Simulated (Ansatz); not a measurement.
A made-up structure of CH5OSi (charge +1), singlet:

```
8
angstrom
C 0.8654 -1.0678 0.4556
Si 0.2613 0.6147 0.1929
O -1.1713 0.6900 -0.6628
H -1.6635 -0.0741 -1.0017
H -1.5540 1.5631 -0.8422
H 1.2928 1.4124 0.8581
H 1.7512 -1.3234 0.9788
H 0.3536 -1.9238 0.0966
```

It is relaxed with PBE-D4/def2-SVP and then PBE0-D4/def2-TZVP (Ansatz 0.2.0). Atoms count as bonded within 1.22 times the sum of their covalent radii (H–H: 0.88 Å). The end point is not checked to be a true minimum.

Q: Does its bonding change? (A judgement: the text doesn't fix the answer.)

A: By the calculation: No: no bond forms or breaks.

Where it ends: The first stage lowers the energy by 1.64 eV in 8 steps. It ends as CH₅OSi ([CH2][SiH][OH2]), total charge +1:
```
8
angstrom
C 0.8598 -1.1901 0.4477
Si 0.4668 0.4272 0.3054
O -1.0668 0.7261 -0.6022
H -1.6073 0.0086 -0.9701
H -1.4543 1.5986 -0.7727
H 0.8904 1.7882 0.6380
H 1.7699 -1.4544 0.9778
H 0.2770 -2.0131 0.0514
```

Labels in which every atom is bracketed show which atoms are joined, not bond orders.

For scale, one of the runs: PBE0-D4/def2-TZVP relaxation, 129 basis functions, launched by `ansatz run in.yaml --threads 2 --pin off --events-out ev --progress --plain --max-ram 4352MiB`. Hardware: 2 CPU threads of an AMD EPYC 9R45, shared host. Wall time about 6.5 s.
